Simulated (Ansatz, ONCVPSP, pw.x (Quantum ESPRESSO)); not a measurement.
aluminium: does the ONCV potential hold in the solid?

Al (Z = 13), optimised norm-conserving Vanderbilt (ONCV), made with ONCVPSP 4.0.1.1 (patched build) (LDA (Perdew-Wang 92), scalar-relativistic). Core [Ne], reference 3s1.75 3p1.25. Waves: 3s: rc 2.10 bohr, ncon 4, nbas 8, qcut 2.8 1/bohr, 1 projector; 3p: rc 2.15 bohr, ncon 4, nbas 7, qcut 4 1/bohr, 2 projectors, debl 2.6 Ha. Local part: polynomial inside 1.35 bohr (lpopt 5, dvloc0 0 Ha). Core correction: Teter function, fcfact 3.25, rcfact 1.7.

Crystal test: fcc Al in pw.x 7.5, no spin, 14³ k-points, Fermi–Dirac smearing 0.01 Ry, cutoffs 85/340 Ry. The reference is all-electron LAPW (Ansatz 0.2.0) with the same functional, mesh and smearing; V0 and B0 come from Birch–Murnaghan fits to the pressures at five volumes. Errors are pseudo minus all-electron; Δ is the rms difference of the E(V) curves that follow from these fits, minima aligned, over ±6 % about the mean V0. Mesh and smearing are coarse, so the numbers serve the comparison and aren't converged zero-temperature values; the lattice is a test structure that the element need not adopt.

All-electron: a0 = 3.983 Å (V0 = 15.80 Å³/atom), B0 = 82.8 GPa.

Problem. How far does the potential miss the all-electron equation of state?

Solution. mean pressure error (GPa): +3.04; a0 (Å): 4.030; a0 error (%): +1.18; B0 error (%): -3.9; Δ (meV/atom): 10.1. This is a poor potential for the solid. The generator flags a localised state at positive energy (s at 20 eV).

```json
{"V (Å³/atom)": "15.050", "P all-electron (GPa)": "4.50", "P pseudo (GPa)": "8.10"}
{"V (Å³/atom)": "15.446", "P all-electron (GPa)": "1.97", "P pseudo (GPa)": "5.26"}
{"V (Å³/atom)": "15.842", "P all-electron (GPa)": "-0.23", "P pseudo (GPa)": "2.78"}
{"V (Å³/atom)": "16.238", "P all-electron (GPa)": "-2.14", "P pseudo (GPa)": "0.62"}
{"V (Å³/atom)": "16.634", "P all-electron (GPa)": "-3.79", "P pseudo (GPa)": "-1.26"}
```

Problem. At the middle volume, how do free energy and pressure move when the wave cutoff is lowered (ecutrho kept at four times it)?

Solution.

```
cutoff (Ry)  shift of F (meV/atom)  shift of P (GPa)
         38                  +14.5             -0.26
         51                  +10.0             -0.02
         68                   +4.2             -0.21
```

Input at the middle volume:

```
&control
  calculation='scf', prefix='x', pseudo_dir='./', outdir='./tmp', tstress=.true., disk_io='none'
/
&system
  ibrav=0, nat=1, ntyp=1, ecutwfc=85, ecutrho=340, nbnd=8,
  occupations='smearing', smearing='fd', degauss=0.01
/
&electrons
  conv_thr=1e-09, mixing_beta=0.4, electron_maxstep=70
/
ATOMIC_SPECIES
Al 1.0 Al.UPF
CELL_PARAMETERS angstrom
  0.00000000 1.99339488 1.99339488
  1.99339488 0.00000000 1.99339488
  1.99339488 1.99339488 0.00000000
ATOMIC_POSITIONS crystal
Al 0.0000 0.0000 0.0000
K_POINTS automatic
14 14 14 0 0 0
```

```bash
pw.x < Al.scf.in > Al.scf.out
```

Lines of the output:

```
Message from routine setup:
     using ibrav=0 with symmetry is DISCOURAGED, use correct ibrav instead
     lattice parameter (alat)  =       5.3273  a.u.
     unit-cell volume          =     106.9071 (a.u.)^3
     number of electrons       =         3.00
     number of Kohn-Sham states=            8
     kinetic-energy cutoff     =      85.0000  Ry
     charge density cutoff     =     340.0000  Ry
     scf convergence threshold =      1.0E-09
     Exchange-correlation= SLA  PW   NOGX NOGC
     number of k points=   104  Fermi-Dirac smearing, width (Ry)=  0.0100
     iteration #  1     ecut=    85.00 Ry     beta= 0.40
     total energy              =      -4.81285110 Ry
     estimated scf accuracy    <       0.00532281 Ry
     iteration #  2     ecut=    85.00 Ry     beta= 0.40
     total energy              =      -4.81212888 Ry
     estimated scf accuracy    <       0.00169356 Ry
     iteration #  3     ecut=    85.00 Ry     beta= 0.40
     total energy              =      -4.81219552 Ry
     estimated scf accuracy    <       0.00000298 Ry
     iteration #  4     ecut=    85.00 Ry     beta= 0.40
     total energy              =      -4.81219757 Ry
     estimated scf accuracy    <       0.00000002 Ry
     iteration #  5     ecut=    85.00 Ry     beta= 0.40
     total energy              =      -4.81219758 Ry
     estimated scf accuracy    <          5.9E-09 Ry
     iteration #  6     ecut=    85.00 Ry     beta= 0.40
     the Fermi energy is     8.2386 ev
!    total energy              =      -4.81219758 Ry
     estimated scf accuracy    <          7.1E-11 Ry
     smearing contrib. (-TS)   =      -0.00201770 Ry
     The total energy is F=E-TS. E is the sum of the following terms:
     one-electron contribution =       3.07350608 Ry
     hartree contribution      =       0.00698455 Ry
     xc contribution           =      -2.41362206 Ry
     ewald contribution        =      -5.47704846 Ry
     convergence has been achieved in   6 iterations
          total   stress  (Ry/bohr**3)                   (kbar)     P=       27.83
     Message from routine punch:
     Nothing written, as per user request (disk_io='none')
```

The run at the middle volume (104 k-points, 6 iterations) took about 7.6 s on one core of a shared host (Neoverse-V2, 32 threads, 247 GiB, load 13).
